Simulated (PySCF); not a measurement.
**Potential energy of AlO along the bond**

Set-up: basis Al cc-pV(D+d)Z, O cc-pVDZ; no relativity; PySCF 2.14. Energies in eV from Al + O in their ground configurations at the same level. All curves are PBE0. state 1: ²Σ⁺ (doublet), unpaired electrons σ ↑; state 2: ²Π (doublet), unpaired electrons π ↑, a second solution, started from another occupation; state 3: quartet, unpaired electrons σ ↑, π ↑↑, a mixture of terms (⟨Lz²⟩ = 2.0), a second solution, started from another occupation.

```
R (Å)  state 1  state 2  state 3
1.407   -3.501   -1.479    1.374
1.472   -4.247   -2.621    0.209
1.538   -4.646   -3.386   -0.579
1.587   -4.782   -3.774   -0.983
1.636   -4.814   -4.040   -1.265
1.685   -4.769   -4.209   -1.449
1.750   -4.627   -4.320   -1.578
1.832   -4.366   -4.322   -1.605
1.931   -3.990   -4.191   -1.508
2.061   -3.452   -3.880   -1.266
```

Put a parabola through the three lowest points of the state 1 curve and estimate Re, k and ωe (reduced mass 10.04 u; 1 eV/Å² = 0.16022 mdyn/Å; ωe = 1302.8·√(k/μ) cm⁻¹).

Through R = 1.587, 1.636, 1.685 Å the second-order coefficient is 16.0 eV/Å², so Re ≈ 1.632 Å, k ≈ 5.14 mdyn/Å and ωe ≈ 932 cm⁻¹. A polynomial fit of higher order to the unrounded PBE0 energies gives Re = 1.630 Å, k = 5.25 mdyn/Å, ωe = 942 cm⁻¹; anharmonicity and rounding make the difference.

The higher-order fit for each curve: state 1: Re = 1.630 Å, ωe = 942 cm⁻¹, De = 4.81 eV; state 2: Re = 1.792 Å, ωe = 712 cm⁻¹, minimum 4.34 eV below the ground-state fragments; state 3: Re = 1.808 Å, ωe = 675 cm⁻¹, minimum 1.61 eV below the ground-state fragments.

Counting both spins, an empty level lies below a filled one in some of these solutions, because spin and occupation are held. The state was picked by a PBE0 search and need not be the measured ground state.
